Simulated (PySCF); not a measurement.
# Nuclear quadrupole coupling in `C[NH2+]CC1CC1`

C₅H₁₂N (charge +1).
Cartesian coordinates in Å at the PBE0-D3(BJ)/def2-SVP level; atoms count from 1:
```xyz
18
C5H12N angstrom
C      2.612   -0.107   -0.172
N      1.234   -0.647   -0.267
C      0.261    0.191   -1.054
C     -1.104   -0.414   -1.007
C     -1.947   -0.254    0.238
C     -2.305    0.488   -1.005
H      3.231   -0.788    0.424
H      2.574    0.880    0.306
H      3.027   -0.012   -1.183
H      0.835   -0.781    0.672
H      1.255   -1.589   -0.677
H      0.664    0.265   -2.075
H      0.281    1.194   -0.603
H     -1.211   -1.353   -1.563
H     -2.567   -1.099    0.543
H     -1.543    0.327    1.074
H     -2.138    1.568   -1.029
H     -3.174    0.160   -1.579
```

Field gradients from the PBE0/pcSseg-1 density (PySCF, non-relativistic), principal values in atomic units, ordered |Vxx| ≤ |Vyy| ≤ |Vzz|:

```json
{"atom": "N2", "Vxx": "-0.0209", "Vyy": "-0.0393", "Vzz": "0.0602"}
```

Question: Find the asymmetry η = (Vxx − Vyy)/Vzz and the couplings χ = eQV/h (234.96 MHz × Q in barn × V in au), with Q(14N) = 0.02044 b.

Answer: 
```csv
atom,environment,nucleus,η,χzz (MHz),χxx (MHz),χyy (MHz)
N2,ammonium nitrogen,14N,0.31,0.289,-0.100,-0.189
```

Question: What is Vzz at N2 in SI units (1 au = 9.71736 × 10²¹ V/m²)?

Answer: 0.0602 au = 0.585 × 10²¹ V/m².

Were the hydrogens deuterons (Q(2H) = 0.00286 b), χzz would run from 184 kHz (H13 and H12) to 220 kHz (H11).

Geometry: PBE0-D3(BJ)/def2-SVP, one conformer, isolated ion. A larger basis could move these couplings by a tenth or more.
